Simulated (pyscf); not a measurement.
Thermochemistry of product channels of methane (CH₄) + methyl (CH₃•) on the doublet surface, in kcal/mol, from ωB97M-D3(BJ)/def2-TZVP energies (ideal gas, 1 atm, RRHO with modes under 100 cm⁻¹ raised to 100, one conformer, R ln 2 for rigid chiral ones). Structures and frequencies: ωB97X-D3(BJ)/def2-SVP in PySCF.

| products | ΔE | ΔH(298 K) | ΔG(298 K) | ΔG(600 K) |
|---|---|---|---|---|
| ethyl (•H₂C–CH₃) + hydrogen (H₂) | +14.5 | +11.6 | +11.3 | +10.6 |
| ethane (H₃C–CH₃) + H atom (H•) | ? | +14.0 | +16.8 | ? |

**Question.** Complete the blanks.

**Answer.** 
- ethane (H₃C–CH₃) + H atom (H•), ΔE: +14.3
- ethane (H₃C–CH₃) + H atom (H•), ΔG(600 K): +19.6

These are energies of the channels, which say nothing of barriers.
